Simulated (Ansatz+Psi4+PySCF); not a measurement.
Values are calculated unless marked as measured or tabulated.
| atom | x (Å) | y (Å) | z (Å) |
| --- | --- | --- | --- |
| O | 0.0000 | 0.0000 | -1.6992 |
| C | 0.0000 | 0.0000 | -0.5205 |
| S | 0.0000 | 0.0000 | 1.0448 |

Basis set: cc-pVTZ on C, O; cc-pV(T+d)Z on S (spherical functions). Left uncorrelated: 7 orbitals. Charge 0, multiplicity 1.

Starred EOM-CCSD(T)(a) on the restricted Hartree–Fock determinant with PySCF 2.14.0; the energies are vertical.

Question: The solver was asked for the few lowest roots only. Give the ionization energies of singlet COS among them whose weight of singles is over 0.7.

Answer:

```csv
root,energy (eV),weight of singles
1,11.12,0.96
2,11.12,0.96
3,15.47,0.90
```

Higher main lines weren't sought.
